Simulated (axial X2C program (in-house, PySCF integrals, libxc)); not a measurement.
# PNC⁻: bond lengths and stretches, held linear

An exercise on one series of results from a longer session: the logs are not shown, and one member is left open.

Computed with an in-house X2C program for linear molecules on PySCF integrals. Level: all-electron X2C, two-component (2c) or spin-free, P dyall-v3z, N dyall-av3z, C dyall-v3z.

All values are calculated.

2 further runs of the same task are left out: 2 set aside as unsound or not needed.

Set-up of the first run:

task.json reads:

```json
{
 "zs": [
  15,
  7,
  6
 ],
 "q": -1,
 "bas": [
  "dyall-v3z",
  "dyall-av3z",
  "dyall-v3z"
 ],
 "r0": [
  1.77,
  1.17
 ],
 "symm": 0,
 "scan": [
  "PBE0",
  "HF",
  "r2SCAN"
 ],
 "levels": [
  "PBE0",
  "HF",
  "PBE"
 ],
 "nst": 2
}
```

Keys: zs atomic numbers; q charge; bas basis sets; r0 starting distance in Å; symm equal bonds; scan levels of the two-bond scan; levels methods; nst determinants followed.

The run is started by

```bash
> python solin.py task.json out
```

Masses P 30.974, N 14.003, C 12.000 u.

Among the steps run: Scan at PBE0, 2c; Scan at HF, 2c; Scan at r2SCAN, 2c.

One table of the session follows, with a row left open; its other results are not shown here.

```
            level  r(P–N) (Å)  r(N–C) (Å)  lower stretch (cm⁻¹)  upper stretch (cm⁻¹)
         PBE0, 2c       1.710       1.180                 613.7                2013.9
           HF, 2c       1.762       1.150                 535.2                2247.9
       r2SCAN, 2c       1.698       1.189                 629.9                1942.7
  PBE0, spin-free       1.709       1.180                 614.1                2013.4
    HF, spin-free           ?           ?                     ?                     ?
r2SCAN, spin-free       1.697       1.189                 630.3                1942.2
```

**Question.** Estimate the row for HF, spin-free.

The run gave: r(P–N) (Å): 1.762; r(N–C) (Å): 1.150; lower stretch (cm⁻¹): 535.8; upper stretch (cm⁻¹): 2247.8.

Scans not shown above were run alike.

For an anion the highest level of a functional can be positive, and the basis then holds the extra electron. The molecule was held linear; bending was not examined, so a bent shape may lie lower. Note: functional without a current term on a determinant with orbital currents, of the molecule or an atom.
